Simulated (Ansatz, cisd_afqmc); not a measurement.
Species: PH$_{2}$, charge 0, doublet. PH2 (SMILES [PH2], doublet).
HTBH set geometry:
```xyz
3

P      0.0000     0.0000    -0.1157
H      1.0201     0.0000     0.8674
H     -1.0201     0.0000     0.8674
```
Charge 0, spin multiplicity 2.

Total energies in aug-cc-pV(T+d)Z, 7 correlated electrons, 5 frozen orbitals. Open shells are spin-unrestricted; no spin-orbit coupling. Correlated methods leave the cores frozen. No relativity. The Monte Carlo rows (phaseless AFQMC, CISD trial, step 0.005/hartree) carry one-sigma bars that omit the constraint's bias. Outlying blocks are dropped, and bars are widened where a walk drifts. Over all cases where full CI ran beside it in this data, AFQMC minus full CI had a median of +0.1 mEh and passed +0.4 mEh in a tenth of the cases.

```
method         program         energy (Eh)  minus CCSDT(Q) (mEh)
----------  ----------  ------------------  --------------------
HF              Ansatz          -341.88942                173.65
MP2             Ansatz          -342.02914                 33.93
CCSD            Ansatz          -342.05594                  7.13
CCSD(T)         Ansatz          -342.06189                  1.18
CCSDT(Q)        Ansatz          -342.06307                  0.00
AFQMC/CISD  cisd_afqmc  -342.0630 ± 0.0002             0.1 ± 0.2
```

Rough core times of Ansatz's runs on a shared machine: CCSD(T) under 20 s, CCSDT(Q) 5 min.

Ansatz is a quantum-chemistry and plane-wave program.
